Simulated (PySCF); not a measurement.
NMR data sheet: C₅H₈

```
Formula                               : C5H8
SMILES                                : C=CCC=C
InChI                                 : InChI=1S/C5H8/c1-3-5-4-2/h3-4H,1-2,5H2
Point group of the computed structure : C2
Degrees of unsaturation               : 2
Carbon signals                        : 3
Proton signals                        : 4
```

Molfile (atoms numbered from 1):
```
C5H8
     RDKit          3D

 13 12  0  0  0  0  0  0  0  0999 V2000
    2.3127    0.1624    0.4895 C   0  0  0  0  0  0  0  0  0  0  0  0
    1.1711    0.4483   -0.1371 C   0  0  0  0  0  0  0  0  0  0  0  0
    0.0638   -0.5286   -0.4086 C   0  0  0  0  0  0  0  0  0  0  0  0
   -1.2034   -0.1557    0.3050 C   0  0  0  0  0  0  0  0  0  0  0  0
   -2.3537    0.1658   -0.2876 C   0  0  0  0  0  0  0  0  0  0  0  0
    2.5301   -0.8494    0.8481 H   0  0  0  0  0  0  0  0  0  0  0  0
    3.0753    0.9258    0.6646 H   0  0  0  0  0  0  0  0  0  0  0  0
    0.9877    1.4762   -0.4746 H   0  0  0  0  0  0  0  0  0  0  0  0
   -0.1338   -0.5761   -1.4936 H   0  0  0  0  0  0  0  0  0  0  0  0
    0.3860   -1.5363   -0.0929 H   0  0  0  0  0  0  0  0  0  0  0  0
   -1.1408   -0.1363    1.4004 H   0  0  0  0  0  0  0  0  0  0  0  0
   -2.4552    0.1659   -1.3782 H   0  0  0  0  0  0  0  0  0  0  0  0
   -3.2390    0.4376    0.2931 H   0  0  0  0  0  0  0  0  0  0  0  0
  1  2  2  0
  2  3  1  0
  3  4  1  0
  4  5  2  0
  1  6  1  0
  1  7  1  0
  2  8  1  0
  3  9  1  0
  3 10  1  0
  4 11  1  0
  5 12  1  0
  5 13  1  0
M  END
```

PySCF calculation with σ from GIAO-PBE0/pcSseg-1, J couplings at B3LYP/pcJ-1 (without the spin–dipole term) and PBE0-D3(BJ)/def2-SVP geometry; one averaged value for each set of equivalent atoms, no solvent model, one conformer, non-relativistic.

Referencing at the same level of theory: TMS for 1H (σref 31.27) and 13C (σref 184.41).

```tsv
carbon	δC, type	δH (multiplicity, J in Hz)	HMBC from (abs. J ≥ 3 Hz)	span of the C tensor (ppm)
C1/C5	123.5, CH2	H6 5.38 (dq, 17.9, 1.9); H7 5.27 (ddt, 11.1, 2.2, 1.3)	H9/H10	204
C2/C4	147.0, CH	5.84 (ddt, 17.9, 11.1, 8.5)	H9/H10	237
C3	45.1, CH2	2.76 (t of quint, 8.5, 1.5)	H8/H11, H6/H12, H7/H13	30
```

Selected couplings (Hz, signed; the shortest-range and largest first, 30 at most; isotopes 13C, 1H): 1J(C1,H7) 168.4, 1J(C1,H6) 164.0, 1J(C2,H8) 162.1, 1J(C3,H9) 132.7, 1J(C1,C2) 76.7, 1J(C2,C3) 44.1, 2J(H6,H7) 2.2, 3J(H6,H8) 17.9, 3J(H7,H8) 11.1, 3J(H8,H9) 8.5, 3J(C1,C4) 3.7, 4J(H6,H9) -1.7, 4J(H7,H9) -1.3.

Carbon types of the structure: 2 × CH, 3 × CH2, which accounts for all hydrogens. δC 147.0: alkene CH; as expected for a trigonal carbon in a double bond. δC 123.5: terminal =CH2 carbon; an sp2 carbon of a C=C bond. δC 45.1: allylic sp3 CH2; a saturated carbon with 2 carbon neighbours and no heteroatom attached. δH 5.84: hydrogen on an alkene CH; a vinylic proton, deshielded by the sp2 carbon and the C=C anisotropy. δH 2.76: hydrogen on an allylic sp3 CH2; allylic position. The protons at 5.38 and 5.84 share a coupling of 17.9 Hz (vicinal, trans across C=C). The protons at 5.27 and 5.84 share a coupling of 11.1 Hz (vicinal, cis across C=C). The protons at 5.84 and 2.76 share a coupling of 8.5 Hz (vicinal).

Multiplet labels drop couplings under 1 Hz and merge nearly equal ones. Unscaled 3J(H,H) at this level run about 10 % above measured values. Shifts are as computed. Against solution values, carbons near 30 ppm lie about +2 ppm off and those near 130 ppm about +5 ppm. Of 1211 compounds with measured shifts, 218 miss one by over three times the rms of a fit or turn the order of signals round; such compounds aren't used in these exercises. Couplings across =CH–CH2 type bonds come from one rotamer and its mirror image, and can be 1–2 Hz further off.
